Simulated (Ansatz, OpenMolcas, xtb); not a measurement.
# Loss of CH4: C4H6O → C3H2O + CH4

Gas-phase species: C4H6O `C/C=C/C=O`, singlet; C3H2O (propiolaldehyde) `C#CC=O`, singlet; CH4 (methane) `C`, singlet. This is a balance of energies; it says nothing on the path, which may need atoms to shift.

Shapes, held fixed at every level: PBE0-D4/def2-TZVP. Flexible molecules stand in one conformer, not always the lowest. Programs: Ansatz 0.2.0, OpenMolcas 26.06, xtb 6.7.1. A level may come from different programs for different species; with the same settings they agree closely. Electronic energies: no zero-point or thermal term.

```csv
level,kind,ΔE (kJ/mol)
GFN0-xTB,semi-empirical,+60.0
HF/STO-3G,Hartree–Fock,+206.7
HF/3-21G,Hartree–Fock,+158.6
HF/def2-SVP,Hartree–Fock,+178.1
B3LYP/6-31G* (spherical functions),global hybrid,+185.0
PBE0/def2-SVP,global hybrid,+212.5
```

PBE0/def2-SVP gives ΔE = +212.5 kJ/mol; the levels span +60.0 to +212.5. GFN0-xTB strays far from the other rows. The median of the levels is +181.5. No measured value is set beside it here. PBE0/def2-SVP lies outside the range of the other correlated levels here, so it shouldn't be taken on trust. Rows in sets without polarisation functions are far from converged.
